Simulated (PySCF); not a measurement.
Geometry:
| atom | x (Å) | y (Å) | z (Å) |
| --- | --- | --- | --- |
| B1 | -0.386 | 0.618 | -0.955 |
| O2 | -0.350 | 0.555 | 0.530 |
| C3 | 0.322 | -0.515 | 1.029 |
| H4 | -0.104 | -1.502 | 0.709 |
| H5 | 0.312 | -0.510 | 2.143 |
| H6 | 1.398 | -0.554 | 0.719 |
| H7 | 0.783 | 0.684 | -1.436 |
| H8 | -1.028 | 1.634 | -1.300 |
| H9 | -0.947 | -0.409 | -1.439 |

Total charge -1.

Geometry: PBE0-D3(BJ)/def2-SVP; GIAO shifts from PySCF 2.14.0 with density-fitted response routines, gas phase, non-relativistic, averaged over equivalent atoms.

At KT2/pcSseg-1 (81 basis functions, 4.5 s wall time on 1 thread of an Arm Neoverse V1, shared host):
| atoms | δ (ppm) |
| --- | --- |
| B1 | -13.7 |
| O2 | 10.5 |
| C3 | 62.2 |
| H4/H5/H6 | 3.26 |
| H7/H8/H9 | 2.59 |

Shifts are taken against calculated references (same method and geometry level): BF3·OEt2 for ¹¹B (σref 99.90); ¹⁷O (σref 330.66) against H2O; ¹³C (σref 183.22) and ¹H (σref 31.18) against TMS.

Question: Predict the values at PBE0/pcSseg-1 on the same geometry.

Answer: 
```
   atoms  δ at PBE0/pcSseg-1  change
      B1               -14.2    -0.5
      O2                -1.2   -11.7
      C3                61.2    -1.0
H4/H5/H6                3.12   -0.14
H7/H8/H9                2.41   -0.18
```

Shifts are taken against calculated references (same method and geometry level): ¹¹B (σ = 100.73 ppm) against BF3·OEt2; ¹⁷O (σ = 334.56 ppm) vs H2O; ¹³C (σ = 184.41 ppm), ¹H (σ = 31.27 ppm) against TMS.

The largest change is at O2 (oxygen bonded to C, B). Cost: 81 basis functions, 4 s wall time on 1 thread of an Arm Neoverse V1, shared host.

Experimental scales use liquid or dissolved standards, which lie at an offset from isolated H2O (liquid H2O: subtract about 36 ppm).
